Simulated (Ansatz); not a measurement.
Bulk modulus (GPa) of 25 transition metals, computed with PBE (PAW; Ansatz, a quantum-chemistry and plane-wave program) and with PBEsol in Ansatz (PAW). The set holds measured phases with no doubt noted on the run or the magnetic state but for the caveats below. Solids without a value at one level (not run, failed, or a magnetic order lost), or held back for tests, aren't counted.

All rows, in order of the shift (worked out from unrounded values):

```json
[
 {"solid": "hcp Y", "PBE": "40.8", "PBEsol": "42.3", "shift (%)": "+3.8"},
 {"solid": "hcp Zr", "PBE": "93.3", "PBEsol": "98.3", "shift (%)": "+5.3"},
 {"solid": "hcp Sc", "PBE": "54.2", "PBEsol": "57.2", "shift (%)": "+5.7"},
 {"solid": "hcp Hf", "PBE": "107", "PBEsol": "113", "shift (%)": "+5.9"},
 {"solid": "bcc W", "PBE": "303", "PBEsol": "322", "shift (%)": "+6.4"},
 {"solid": "hcp Ti", "PBE": "112", "PBEsol": "119", "shift (%)": "+6.7"},
 {"solid": "double-hcp La", "PBE": "25.0", "PBEsol": "26.7", "shift (%)": "+6.9"},
 {"solid": "bcc Ta", "PBE": "194", "PBEsol": "208", "shift (%)": "+7.1"},
 {"solid": "hcp Re", "PBE": "364", "PBEsol": "391", "shift (%)": "+7.3"},
 {"solid": "bcc Nb", "PBE": "169", "PBEsol": "181", "shift (%)": "+7.4"},
 {"solid": "bcc V", "PBE": "182", "PBEsol": "197", "shift (%)": "+7.8"},
 {"solid": "bcc Mo", "PBE": "259", "PBEsol": "280", "shift (%)": "+8.0"},
 {"solid": "hcp Os", "PBE": "397", "PBEsol": "431", "shift (%)": "+8.7"},
 {"solid": "hcp Tc", "PBE": "300", "PBEsol": "327", "shift (%)": "+9.3"},
 {"solid": "fcc Ir", "PBE": "347", "PBEsol": "386", "shift (%)": "+11.2"},
 {"solid": "hcp Ru", "PBE": "311", "PBEsol": "346", "shift (%)": "+11.3"},
 {"solid": "hcp Co", "PBE": "215", "PBEsol": "242", "shift (%)": "+12.4"},
 {"solid": "bcc Fe", "PBE": "197", "PBEsol": "224", "shift (%)": "+14.1"},
 {"solid": "fcc Rh", "PBE": "257", "PBEsol": "295", "shift (%)": "+15.0"},
 {"solid": "fcc Pt", "PBE": "248", "PBEsol": "287", "shift (%)": "+15.8"},
 {"solid": "fcc Ni", "PBE": "197", "PBEsol": "229", "shift (%)": "+15.9"},
 {"solid": "fcc Cu", "PBE": "141", "PBEsol": "168", "shift (%)": "+19.3"},
 {"solid": "fcc Pd", "PBE": "168", "PBEsol": "204", "shift (%)": "+22"},
 {"solid": "fcc Au", "PBE": "139", "PBEsol": "174", "shift (%)": "+25"},
 {"solid": "fcc Ag", "PBE": "91.5", "PBEsol": "119", "shift (%)": "+30"}
]
```

The shift from PBE to PBEsol has a median of +8.7 %, and eight in ten lie between +5.8 % and +21 %; PBEsol is the larger in 25 of 25. Each level is at its own cell, so the shift holds the change of volume too.

Ansatz's runs of these crystals have no spin polarisation, but for bcc Fe, hcp Co, fcc Ni.

Density-functional runs with spin start from parallel moments for bcc Fe, parallel moments for hcp Co, parallel moments for fcc Ni.

Spin–orbit coupling is left out, also for the solids with elements from indium on (bcc Ta, fcc Pt, hcp Os, double-hcp La, bcc W, fcc Ir, hcp Re, hcp Hf, fcc Au); its size isn't shown.

Each level is taken at its own relaxed cell. Ansatz's density-functional and Hartree–Fock values are scalar-relativistic unless marked +SOC, with PAW data made under PBE.
